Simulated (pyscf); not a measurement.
**Routes from HN=Si: [singlet] + SiH₄**

Candidate steps break at most two bonds and form at most two. Each was searched with GFN2-xTB (tblite) first. Optimised with ωB97X-D3(BJ)/def2-SVP in PySCF. MP2 and CC: frozen core, UHF for open shells. ΔMP2 is the change of the MP2 total energy from the triple- to the quadruple-zeta basis. Energies: CCSD(T)/def2-TZVPP + ΔMP2(QZVPP), eV, from the separated reactants, singlet surface.

```
products                                                            type   ΔE‡     ΔE  ΔG‡ 298 K  ΔG‡ 900 K  ν‡ (cm⁻¹)
----------------------  ------------------------------------------------  ----  -----  ---------  ---------  ---------
:HSi–NH–SiH₃ [singlet]  addition across a multiple bond or ene-type step  0.77  -1.08       1.17       1.98       383i
H₂N–Si:–SiH₃ [singlet]  addition across a multiple bond or ene-type step  2.06  -0.60       2.32       2.98      1920i
```

Plain bond fissions and candidates not yet searched are not listed, and one of them may be faster. Each barrier is that of the saddle found; lower ones may exist. The CCSD(T) − MP2 part came from Ansatz, without density fitting, on the same reference.
